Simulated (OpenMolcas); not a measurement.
# SiH4O (Si(OH)H3): a chain of runs

We compute the energy (UHF/STO-3G), then a single-point energy (CASSCF(2,2)/STO-3G), then a single-point energy (CASPT2(2,2)/STO-3G), then a single-point energy (SC-NEVPT2(2,2)/STO-3G), then a single-point energy (MRCI(2,2)/STO-3G) of SiH4O (Si(OH)H3). 

The calculation is run with OpenMolcas 26.06.

2 further runs of the same task are left out: 1 for a known fault of the program, 1 that didn't finish.

### 1 The system as given

The species is SiH4O (6 atoms), meant as a singlet with charge 0. As SMILES, `[H][Si]([H])([H])O`. The O2–H3 distance was set to 2.382 Å, away from the relaxed value. At this shape a bond of the SMILES string is far longer than usual.

Bond lengths: Si1–O2 1.625 Å, Si1–H4 1.464 Å, Si1–H5 1.464 Å, Si1–H6 1.453 Å. Angles: O2–Si1–H4 110.3°, O2–Si1–H5 110.3°, O2–Si1–H6 101.4°, H4–Si1–H5 108.8°, H4–Si1–H6 112.9°, H5–Si1–H6 112.9°.

### 2 The energy at UHF/STO-3G (run 1)

step1.input

```
&gateway
  baslib = $CurrDir
  coord
  6
  angstrom
  Si      -0.640248      -1.184279      -1.158129
  O       -0.639848      -1.161219       0.466911
  H        0.327320       0.620940       1.717260
  H        0.732842      -1.182079      -1.667069
  H       -1.340688      -0.010929      -1.683409
  H       -1.340908      -2.428979      -1.426649
  basis = STO-3G
  group = NoSym

&seward

&scf
  uhf
  scramble = 0.25
  prorbitals = 1 1
```

The basis set STO-3G is read from a file made from the Basis Set Exchange's data (not shown).

Started as:

```bash
$ export MOLCAS_MEM=1860
$ pymolcas step1.input > step1.log
```

Output:

```text
--- Start Module: gateway ---
[...]
--- Stop Module: gateway /rc=_RC_ALL_IS_WELL_ ---
--- Start Module: seward ---
[...]
      Basis functions           18
--- Stop Module: seward /rc=_RC_ALL_IS_WELL_ ---
--- Start Module: scf ---
[...]
       Convergence after  34 Iterations
[...]
::    Total SCF energy                               -361.6283651982
[...]
      Total spin, S                                     0.6157765839
[...]
      Total electronic charge=   26.000000
      Total            charge=   -0.000000
[...]
      Dipole Moment (debye):
      Origin of the operator (angstrom)=   -0.6204   -1.1401   -0.5836
                   X= -5.5511E-03               Y= -2.4352E-02               Z= -1.3176E+00           Total=  1.3178E+00
      Quadrupole Moment (debye*angstrom):
[...]
--- Stop Module: scf /rc=_RC_ALL_IS_WELL_ ---
[...]
```

Wall time 2.3 s (1 thread of Arm Neoverse V1, shared host); peak memory 0.37 GiB.

### 3 The energy at CASSCF(2,2)/STO-3G (run 2)

step2.input

```
&gateway
 baslib=$CurrDir
 coord
 6
 angstrom
 Si      -0.640248      -1.184279      -1.158129
 O       -0.639848      -1.161219       0.466911
 H        0.327320       0.620940       1.717260
 H        0.732842      -1.182079      -1.667069
 H       -1.340688      -0.010929      -1.683409
 H       -1.340908      -2.428979      -1.426649
 basis=STO-3G
 group=NoSym

&seward

&rasscf
 fileorb=$CurrDir/step1.UnaOrb
 spin=1
 nactel=2 0 0
 inactive=12
 ras2=2
 orblisting=Nothing
```

The basis set STO-3G is read from a file made from the Basis Set Exchange's data (not shown).

Started as:

```bash
$ export MOLCAS_MEM=1860
$ pymolcas step2.input > step2.log
```

Output:

```text
--- Start Module: gateway ---
[...]
--- Stop Module: gateway /rc=_RC_ALL_IS_WELL_ ---
--- Start Module: seward ---
[...]
      Basis functions           18
--- Stop Module: seward /rc=_RC_ALL_IS_WELL_ ---
--- Start Module: rasscf ---
[...]
      Number of active orbitals                  2
[...]
      Spin quantum number                      0.0
[...]
      Active orbitals                            2
[...]
      Number of CSFs                             3
[...]
      Number of root(s) required                 1
[...]
      Convergence after  9 iterations
[...]
      printout of CI-coefficients larger than  0.05 for root  1
      energy=    -361.629726
      conf/sym  11     Coeff  Weight
             1  20  -0.77373 0.59865
             3  02   0.63352 0.40135
      Natural orbitals and occupation numbers for root  1
      sym 1:   1.197308   0.802692
      ************************************************************************************************************************
      *                                                    Final results                                                     *
[...]
::    RASSCF root number  1 Total energy:   -361.62972567
[...]
      Total electronic charge=   26.000000
      Total            charge=   -0.000000
[...]
      Dipole Moment (debye):
      Origin of the operator (angstrom)=   -0.6204   -1.1401   -0.5836
                   X=  4.0594E-03               Y= -7.0171E-03               Z= -1.3137E+00           Total=  1.3137E+00
      Quadrupole Moment (debye*angstrom):
[...]
--- Stop Module: rasscf /rc=_RC_ALL_IS_WELL_ ---
[...]
```

Wall time 1.8 s (1 thread of Arm Neoverse V1, shared host); peak memory 0.37 GiB.

### 4 A single-point energy at CASPT2(2,2)/STO-3G (run 3)

step3.input

```
&GATEWAY
 BasLib=$CurrDir
 Coord
 6
 angstrom
 Si      -0.640248      -1.184279      -1.158129
 O       -0.639848      -1.161219       0.466911
 H        0.327320       0.620940       1.717260
 H        0.732842      -1.182079      -1.667069
 H       -1.340688      -0.010929      -1.683409
 H       -1.340908      -2.428979      -1.426649
 Basis=STO-3G
 Group=NoSym

&SEWARD

&RASSCF
 FileOrb=$CurrDir/step2.RasOrb
 Spin=1
 Nactel=2 0 0
 Inactive=12
 Ras2=2
 OrbListing=Nothing

&CASPT2
 Imaginary=0.1
 Frozen=6
```

The basis set STO-3G is read from a file made from the Basis Set Exchange's data (not shown).

Started as:

```bash
$ export MOLCAS_MEM=1860
$ pymolcas step3.input > step3.log
```

Output:

```text
--- Start Module: gateway ---
[...]
--- Stop Module: gateway /rc=_RC_ALL_IS_WELL_ ---
[...]
      Basis functions           18
[...]
--- Start Module: rasscf ---
[...]
      Number of active orbitals                  2
[...]
      Spin quantum number                      0.0
[...]
      Active orbitals                            2
[...]
      Number of CSFs                             3
[...]
      Number of root(s) required                 1
[...]
      Convergence after  4 iterations
[...]
      printout of CI-coefficients larger than  0.05 for root  1
      energy=    -361.629726
      conf/sym  11     Coeff  Weight
             1  20  -0.77373 0.59865
             3  02   0.63352 0.40135
      Natural orbitals and occupation numbers for root  1
      sym 1:   1.197308   0.802692
      ************************************************************************************************************************
      *                                                    Final results                                                     *
[...]
::    RASSCF root number  1 Total energy:   -361.62972568
[...]
      Total electronic charge=   26.000000
      Total            charge=   -0.000000
[...]
      Dipole Moment (debye):
      Origin of the operator (angstrom)=   -0.6204   -1.1401   -0.5836
                   X=  4.0173E-03               Y= -7.0112E-03               Z= -1.3136E+00           Total=  1.3137E+00
      Quadrupole Moment (debye*angstrom):
[...]
--- Stop Module: rasscf /rc=_RC_ALL_IS_WELL_ ---
--- Start Module: caspt2 ---
[...]
 ###    WARNING: User changed nr of frozen orbitals.                         ###
 ###############################################################################
[...]
      E2 (Variational):          -0.0538306760
      Total energy:            -361.6835563523
[...]
      Reference weight:           0.97422
[...]
::    CASPT2 Root  1     Total energy:   -361.68355635
[...]
--- Stop Module: caspt2 /rc=_RC_ALL_IS_WELL_ ---
[...]
```

Run time: 1.8 s. Hardware: 1 thread of Arm Neoverse V1, shared host; peak memory 0.37 GiB.

### 5 The energy at SC-NEVPT2(2,2)/STO-3G (run 4)

step4.input

```
* H4OSi NEVPT2

&GATEWAY
 BasLib = $CurrDir
 Coord
 6
 angstrom
 Si      -0.640248      -1.184279      -1.158129
 O       -0.639848      -1.161219       0.466911
 H        0.327320       0.620940       1.717260
 H        0.732842      -1.182079      -1.667069
 H       -1.340688      -0.010929      -1.683409
 H       -1.340908      -2.428979      -1.426649
 Basis = STO-3G
 Group = NoSym

&SEWARD

&RASSCF
 FileOrb = $CurrDir/step2.RasOrb
 Spin = 1
 Nactel = 2 0 0
 Inactive = 12
 Ras2 = 2
 OrbListing = Nothing

&CASPT2
 SC-NEVPT2
 Frozen = 6
```

The basis set STO-3G is read from a file made from the Basis Set Exchange's data (not shown).

Started as:

```bash
$ export MOLCAS_MEM=1860
$ pymolcas step4.input > step4.log
```

Output:

```text
--- Start Module: gateway ---
[...]
--- Stop Module: gateway /rc=_RC_ALL_IS_WELL_ ---
[...]
      Basis functions           18
[...]
--- Start Module: rasscf ---
[...]
      Number of active orbitals                  2
[...]
      Spin quantum number                      0.0
[...]
      Active orbitals                            2
[...]
      Number of CSFs                             3
[...]
      Number of root(s) required                 1
[...]
      Convergence after  4 iterations
[...]
      printout of CI-coefficients larger than  0.05 for root  1
      energy=    -361.629726
      conf/sym  11     Coeff  Weight
             1  20  -0.77373 0.59865
             3  02   0.63352 0.40135
      Natural orbitals and occupation numbers for root  1
      sym 1:   1.197308   0.802692
      ************************************************************************************************************************
      *                                                    Final results                                                     *
[...]
::    RASSCF root number  1 Total energy:   -361.62972568
[...]
      Total electronic charge=   26.000000
      Total            charge=   -0.000000
[...]
      Dipole Moment (debye):
      Origin of the operator (angstrom)=   -0.6204   -1.1401   -0.5836
                   X=  4.0173E-03               Y= -7.0112E-03               Z= -1.3136E+00           Total=  1.3137E+00
      Quadrupole Moment (debye*angstrom):
[...]
--- Stop Module: rasscf /rc=_RC_ALL_IS_WELL_ ---
--- Start Module: caspt2 ---
[...]
 ###    WARNING: User changed nr of frozen orbitals.                         ###
 ###############################################################################
[...]
      E2 (Variational):          -0.0531031533
[...]
      E2 (Variational):          -0.0530615735
      Total energy:            -361.6827872498
[...]
      Reference weight:           0.97495
[...]
::    SC-NEVPT2 Root  1     Total energy:   -361.68278725
[...]
--- Stop Module: caspt2 /rc=_RC_ALL_IS_WELL_ ---
[...]
```

Run time: 1.7 s. Hardware: 1 thread of Arm Neoverse V1, shared host; peak memory 0.37 GiB.

### 6 A single-point energy at MRCI(2,2)/STO-3G (run 5)

step5.input

```
* H4OSi MRCI
&GATEWAY
BasLib=$CurrDir
Coord
6
angstrom
Si      -0.640248      -1.184279      -1.158129
O       -0.639848      -1.161219       0.466911
H        0.327320       0.620940       1.717260
H        0.732842      -1.182079      -1.667069
H       -1.340688      -0.010929      -1.683409
H       -1.340908      -2.428979      -1.426649
Basis=STO-3G
Group=NoSym
&SEWARD
&RASSCF
FileOrb=$CurrDir/step2.RasOrb
Spin=1
Nactel=2 0 0
Inactive=12
Ras2=2
OrbListing=Nothing
&MOTRA
LumOrb
Frozen=6
&GUGA
Electrons=14
Spin=1
Inactive=6
Active=2
CIAll=1
&MRCI
SDCI
```

The basis set STO-3G is read from a file made from the Basis Set Exchange's data (not shown).

Started as:

```bash
$ export MOLCAS_MEM=1860
$ pymolcas step5.input > step5.log
```

Output:

```text
--- Start Module: gateway ---
[...]
--- Stop Module: gateway /rc=_RC_ALL_IS_WELL_ ---
[...]
      Basis functions           18
[...]
      Number of active orbitals                  2
[...]
      Spin quantum number                      0.0
[...]
      Active orbitals                            2
[...]
      Number of CSFs                             3
[...]
      Number of root(s) required                 1
[...]
      Convergence after  4 iterations
[...]
      printout of CI-coefficients larger than  0.05 for root  1
      energy=    -361.629726
      conf/sym  11     Coeff  Weight
             1  20  -0.77373 0.59865
             3  02   0.63352 0.40135
      Natural orbitals and occupation numbers for root  1
      sym 1:   1.197308   0.802692
      ************************************************************************************************************************
      *                                                    Final results                                                     *
[...]
::    RASSCF root number  1 Total energy:   -361.62972568
[...]
      Dipole Moment (debye):
      Origin of the operator (angstrom)=   -0.6204   -1.1401   -0.5836
                   X=  4.0173E-03               Y= -7.0112E-03               Z= -1.3136E+00           Total=  1.3137E+00
      Quadrupole Moment (debye*angstrom):
[...]
      *** WARNING: Default frozen orbitals is overwritten by user input.
      *** Default values:   3
[...]
--- Start Module: guga ---
[...]
--- Stop Module: guga /rc=_RC_ALL_IS_WELL_ ---
--- Start Module: mrci ---
[...]
       (But an ACPF correction will be computed)
       USE THE DEFAULT ACPF G-VALUE GFAC=  0.14285714285714285
[...]
                      CI ENERGY:  -361.70402041
[...]
                ACPF CORRECTION:    -0.00344308
[...]
      Total electronic charge=   26.000000
      Total            charge=   -0.000000
[...]
     ACPF CORRECTION:     -0.00344308
[...]
  CI State   1     Total energy:   -361.70402041     QDav:     -0.00404820     QACPF:     -0.00344308
[...]
--- Stop Module: mrci /rc=_RC_ALL_IS_WELL_ ---
[...]
```

It took 1.9 s on 1 thread of Arm Neoverse V1, shared host; peak memory 0.37 GiB.

### 7 Results

| quantity | value |
| --- | --- |
| run 1, UHF/STO-3G: total energy | -361.62837 Eh |
| run 1, UHF/STO-3G: dipole moment | 1.32 D |
| run 1, UHF/STO-3G: HOMO energy | -8.86 eV |
| run 1, UHF/STO-3G: LUMO energy | 8.68 eV |
| run 1, UHF/STO-3G: HOMO–LUMO gap | 17.54 eV |
| run 1, UHF/STO-3G: ⟨S²⟩ | 0.995 |
| run 2, CASSCF(2,2)/STO-3G: total energy | -361.62973 Eh |
| run 2, CASSCF(2,2)/STO-3G: dipole moment (CASSCF density) | 1.31 D |
| run 3, CASPT2(2,2)/STO-3G: total energy | -361.68356 Eh |
| run 3, CASPT2(2,2)/STO-3G: dipole moment (CASSCF density) | 1.31 D |
| run 4, SC-NEVPT2(2,2)/STO-3G: total energy | -361.68279 Eh |
| run 4, SC-NEVPT2(2,2)/STO-3G: dipole moment (CASSCF density) | 1.31 D |
| run 5, MRCI(2,2)/STO-3G: total energy | -361.70402 Eh |
| run 5, MRCI(2,2)/STO-3G: dipole moment (CASSCF density) | 1.31 D |

⟨S²⟩ (run 1, UHF/STO-3G) is 0.99 where a pure singlet has 0.00: the reference is spin-contaminated. Mulliken charges (run 1, UHF/STO-3G) run from -0.32 on O2 to +0.80 on Si1; they depend strongly on the basis. Mulliken charges (run 4, SC-NEVPT2(2,2)/STO-3G) of the CASSCF density run from -0.32 on O2 to +0.80 on Si1; they depend strongly on the basis. Mulliken charges (run 5, MRCI(2,2)/STO-3G) of the CASSCF density run from -0.32 on O2 to +0.80 on Si1; they depend strongly on the basis.
